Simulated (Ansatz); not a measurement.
HAlMg, triplet along the angle Mg2-Al1-H3

Starting geometry (PBE0/def2-TZVP stationary point for this spin, not checked as a minimum):

| atom | x (Å) | y (Å) | z (Å) |
| --- | --- | --- | --- |
| Al | 0.0000 | 0.0000 | 0.3567 |
| Mg | 0.0000 | 0.0000 | -2.3191 |
| H | 0.0000 | 0.0000 | 1.9624 |

From there the angle named below is changed in its plane at fixed bond lengths, both arms turning rigidly about the middle atom; atoms are numbered as listed. Energies are in eV, counted from the starting geometry at the same level.

Basis 6-31G; Ansatz 0.2.0. Only valence electrons are correlated (noble-gas cores frozen). R marks a restricted (for open shells ROHF) determinant, U an unrestricted one. The metal's outer-core shells are frozen, which leaves out core–valence correlation.

Unrestricted rows (U) aren't spin-pure: their determinants' ⟨S²⟩ exceeds S(S+1) by up to 0.17, so they mix in states of higher spin. Coupled cluster chose its determinant by trial CCSD, here up to 0.18 eV above the lowest Hartree–Fock solution of its kind, and MP2 stands on that determinant too.

Full CI is exact within this basis and frozen core; it isn't the basis-set limit. The frozen core follows each run's orbitals, which can shift R against U totals by a few meV.

| angle Mg2-Al1-H3 (°) | UMP2 |
| --- | --- |
| 68.2 | 0.701 |
| 91.3 | 0.480 |
| 103.0 | 0.364 |
| 120.3 | 0.229 |
| 142.5 | 0.099 |
| 156.3 | 0.041 |
| 180.0 | 0.000 |

Question: Estimate the full CI curve in 6-31G from this one, knowing how UMP2 errs.

Answer: The computed full CI values, in eV from the starting point, and the error of UMP2 against them:
```json
{"angle Mg2-Al1-H3 (°)": "68.2", "full CI": "0.554", "UMP2 less full CI": "0.146"}
{"angle Mg2-Al1-H3 (°)": "91.3", "full CI": "0.279", "UMP2 less full CI": "0.202"}
{"angle Mg2-Al1-H3 (°)": "103.0", "full CI": "0.184", "UMP2 less full CI": "0.179"}
{"angle Mg2-Al1-H3 (°)": "120.3", "full CI": "0.088", "UMP2 less full CI": "0.141"}
{"angle Mg2-Al1-H3 (°)": "142.5", "full CI": "0.024", "UMP2 less full CI": "0.074"}
{"angle Mg2-Al1-H3 (°)": "156.3", "full CI": "0.008", "UMP2 less full CI": "0.032"}
{"angle Mg2-Al1-H3 (°)": "180.0", "full CI": "0.000", "UMP2 less full CI": "0.000"}
```

The error spans 0.202 eV and is largest, 0.202 eV, at 91.3 °.
